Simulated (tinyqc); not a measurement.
Worked calculation: CIS and TDHF on RHF in the sto-6g basis, frozen core, for HF, spin multiplicity 1. One step of it, computed by the program tinyqc.

Task: CIS matrix, triplets. A(ia,jb) = (e_a - e_i) d_ij d_ab - (ij|ab).

orbital energies (hartree): [-26.234497, -1.495464, -0.603042, -0.474821, -0.474821, 0.650308]

Two-electron integrals over orbitals (pq|rs), unique and non-zero (hartree); the lowest 1 orbital is frozen and left out:
```
(22|22) 0.861740    (32|22) -0.010033   (32|32) 0.158686    (33|22) 0.767199
(33|32) -0.057039   (33|33) 0.792446    (42|42) 0.179379    (43|42) -0.044860
(43|43) 0.051076    (44|22) 0.878404    (44|32) -0.076268   (44|33) 0.772144
(44|44) 0.998085    (52|52) 0.179379    (53|52) -0.044860   (53|53) 0.051076
(54|54) 0.053789    (55|22) 0.878404    (55|32) -0.076268   (55|33) 0.772144
(55|44) 0.890506    (55|55) 0.998085    (62|22) -0.137932   (62|32) -0.039110
(62|33) -0.045599   (62|44) -0.136365   (62|55) -0.136365   (62|62) 0.099436
(63|22) -0.151459   (63|32) 0.092811    (63|33) -0.129546   (63|44) -0.184693
(63|55) -0.184693   (63|62) 0.059891    (63|63) 0.164032    (64|42) -0.044858
(64|43) -0.012621   (64|64) 0.032047    (65|52) -0.044858   (65|53) -0.012621
(65|65) 0.032047    (66|22) 0.691988    (66|32) 0.075638    (66|33) 0.671395
(66|44) 0.655778    (66|55) 0.655778    (66|62) -0.069692   (66|63) -0.010333
(66|66) 0.721357
```

Give: CIS matrix A, triplet.

Result:

CIS matrix A, triplet (hartree), order 2>6, 3>6, 4>6, 5>6:
```
[[1.454, -0.076, 0.000, 0.000],
 [-0.076, 0.582, 0.000, 0.000],
 [0.000, 0.000, 0.469, 0.000],
 [0.000, 0.000, 0.000, 0.469]]
```
